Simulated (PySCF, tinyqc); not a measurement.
Worked calculation: FCI on RHF in the sto-3g basis, for OH-, spin multiplicity 1. The basis has no diffuse functions, so it cannot describe the extra electron: this is an exercise in the method, not the real anion. The lowest restricted solution is unstable here: a spin-polarised one lies 0.0192 hartree lower (PySCF). One step of it, computed by the program tinyqc.

Question. FCI: determinants and Hamiltonian. Slater-Condon rules over spin orbitals, with the nuclear repulsion added and E(HF) subtracted on the diagonal. Only determinants linked to the reference directly or through others are kept (one block of an abelian symmetry group), so some states are absent.

one-electron integrals over orbitals h = C^T H C (hartree):
```
            1          2          3          4          5          6
1  -31.899721   0.630077   0.000000   0.000000  -0.072697   0.060665
2    0.630077  -7.195285   0.000000   0.000000   0.363148  -0.280327
3    0.000000   0.000000  -6.742847   0.000000   0.000000   0.000000
4    0.000000   0.000000   0.000000  -6.742847   0.000000   0.000000
5   -0.072697   0.363148   0.000000   0.000000  -3.697246  -1.612205
6    0.060665  -0.280327   0.000000   0.000000  -1.612205  -5.940200
```

Two-electron integrals over orbitals (pq|rs), unique and non-zero (hartree):
```
(11|11) 4.749375    (21|11) -0.470209   (21|21) 0.073066    (22|11) 1.104651
(22|21) -0.021310   (22|22) 0.783692    (31|31) 0.025878    (32|31) 0.035701
(32|32) 0.170246    (33|11) 1.115375    (33|21) -0.013811   (33|22) 0.797856
(33|33) 0.880159    (41|41) 0.025878    (42|41) 0.035701    (42|42) 0.170246
(43|43) 0.047444    (44|11) 1.115375    (44|21) -0.013811   (44|22) 0.797856
(44|33) 0.785270    (44|44) 0.880159    (51|11) 0.055983    (51|21) -0.009039
(51|22) 0.001859    (51|33) 0.001699    (51|44) 0.001699    (51|51) 0.005416
(52|11) -0.090448   (52|21) 0.002273    (52|22) -0.052956   (52|33) -0.052148
(52|44) -0.052148   (52|51) 0.006419    (52|52) 0.049381    (53|31) -0.003854
(53|32) -0.016869   (53|53) 0.011307    (54|41) -0.003854   (54|42) -0.016869
(54|54) 0.011307    (55|11) 0.461811    (55|21) -0.002746   (55|22) 0.402866
(55|33) 0.392820    (55|44) 0.392820    (55|51) 0.000762    (55|52) 0.036518
(55|55) 0.617730    (61|11) -0.046558   (61|21) 0.006548    (61|22) -0.003927
(61|33) -0.001415   (61|44) -0.001415   (61|51) 0.008909    (61|52) 0.015178
(61|55) 0.001238    (61|61) 0.022576    (62|11) 0.048791    (62|21) -0.002603
(62|22) 0.018822    (62|33) 0.028837    (62|44) 0.028837    (62|51) 0.013483
(62|52) 0.068044    (62|55) 0.016639    (62|61) 0.029064    (62|62) 0.133504
(63|31) 0.003233    (63|32) 0.012952    (63|53) 0.017586    (63|63) 0.039415
(64|41) 0.003233    (64|42) 0.012952    (64|54) 0.017586    (64|64) 0.039415
(65|11) 0.318335    (65|21) -0.004872   (65|22) 0.200427    (65|33) 0.197364
(65|44) 0.197364    (65|51) -0.000793   (65|52) -0.047747   (65|55) -0.102652
(65|61) -0.004109   (65|62) -0.005228   (65|65) 0.173440    (66|11) 0.968372
(66|21) -0.012007   (66|22) 0.699751    (66|33) 0.689576    (66|44) 0.689576
(66|51) 0.003984    (66|52) -0.017359   (66|55) 0.486585    (66|61) 0.004462
(66|62) 0.041952    (66|65) 0.137309    (66|66) 0.706946
```

nuclear repulsion = 2.40125791 hartree

Hartree-Fock energy = -73.95706108 hartree

Give: determinants; H - E(HF) between determinants.

Answer.

Occupation strings over the orbitals (2 doubly, a alpha, b beta, 0 empty; spin orbitals ordered 1a 1b 2a 2b ...): 222220 2222ab 2a222b a2222b 2222ba 2b222a b2222a 222202 2a22b2 a222b2 222022 220222 2b22a2 202222 ab2222 b222a2 ba2222 022222

H - E(HF) between determinants (hartree):
```
        222220  2222ab  2a222b  a2222b  2222ba  2b222a  b2222a  222202
222220   0.000   0.000   0.000   0.000   0.000   0.000   0.000   0.173
2222ab   0.000   0.262   0.012  -0.008  -0.173   0.005   0.004   0.240
2a222b   0.000   0.012   0.821   0.041   0.005  -0.134  -0.029   0.048
a2222b   0.000  -0.008   0.041  19.460   0.004  -0.029  -0.023   0.001
2222ba   0.000  -0.173   0.005   0.004   0.262   0.012  -0.008  -0.240
2b222a   0.000   0.005  -0.134  -0.029   0.012   0.821   0.041  -0.048
b2222a   0.000   0.004  -0.029  -0.023  -0.008   0.041  19.460  -0.001
222202   0.173   0.240   0.048   0.001  -0.240  -0.048  -0.001   0.876
2a22b2   0.005  -0.048   0.063  -0.005   0.025  -0.068  -0.013  -0.066
a222b2   0.004  -0.001  -0.005   0.181   0.003  -0.015  -0.009   0.011
222022   0.039  -0.018  -0.013  -0.003   0.018   0.013   0.003   0.011
220222   0.039  -0.018  -0.013  -0.003   0.018   0.013   0.003   0.011
2b22a2  -0.005   0.025  -0.068  -0.013  -0.048   0.063  -0.005   0.066
202222   0.134  -0.068   0.023   0.003   0.068  -0.023  -0.003   0.049
ab2222  -0.029   0.013  -0.003   0.007  -0.015   0.008  -0.007  -0.006
b222a2  -0.004   0.003  -0.015  -0.009  -0.001  -0.005   0.181  -0.011
ba2222   0.029  -0.015   0.008  -0.007   0.013  -0.003   0.007   0.006
022222   0.023  -0.009  -0.007   0.051   0.009   0.007  -0.051   0.005

        2a22b2  a222b2  222022  220222  2b22a2  202222  ab2222  b222a2
222220   0.005   0.004   0.039   0.039  -0.005   0.134  -0.029  -0.004
2222ab  -0.048  -0.001  -0.018  -0.018   0.025  -0.068   0.013   0.003
2a222b   0.063  -0.005  -0.013  -0.013  -0.068   0.023  -0.003  -0.015
a2222b  -0.005   0.181  -0.003  -0.003  -0.013   0.003   0.007  -0.009
2222ba   0.025   0.003   0.018   0.018  -0.048   0.068  -0.015  -0.001
2b222a  -0.068  -0.015   0.013   0.013   0.063  -0.023   0.008  -0.005
b2222a  -0.013  -0.009   0.003   0.003  -0.005  -0.003  -0.007   0.181
222202  -0.066   0.011   0.011   0.011   0.066   0.049  -0.006  -0.011
2a22b2   1.007   0.050   0.017   0.017  -0.049   0.023   0.002  -0.006
a222b2   0.050  19.436   0.004   0.004  -0.006  -0.002  -0.061  -0.005
222022   0.017   0.004   0.216   0.047  -0.017   0.170  -0.036  -0.004
220222   0.017   0.004   0.047   0.216  -0.017   0.170  -0.036  -0.004
2b22a2  -0.049  -0.006  -0.017  -0.017   1.007  -0.023   0.010   0.050
202222   0.023  -0.002   0.170   0.170  -0.023   1.733  -0.032   0.002
ab2222   0.002  -0.061  -0.036  -0.036   0.010  -0.032  20.424   0.009
b222a2  -0.006  -0.005  -0.004  -0.004   0.050   0.002   0.009  19.436
ba2222   0.010   0.009   0.036   0.036   0.002   0.032  -0.073  -0.061
022222   0.009  -0.044   0.026   0.026  -0.009   0.073   0.417   0.044

        ba2222  022222
222220   0.029   0.023
2222ab  -0.015  -0.009
2a222b   0.008  -0.007
a2222b  -0.007   0.051
2222ba   0.013   0.009
2b222a  -0.003   0.007
b2222a   0.007  -0.051
222202   0.006   0.005
2a22b2   0.010   0.009
a222b2   0.009  -0.044
222022   0.036   0.026
220222   0.036   0.026
2b22a2   0.002  -0.009
202222   0.032   0.073
ab2222  -0.073   0.417
b222a2  -0.061   0.044
ba2222  20.424  -0.417
022222  -0.417  42.439
```
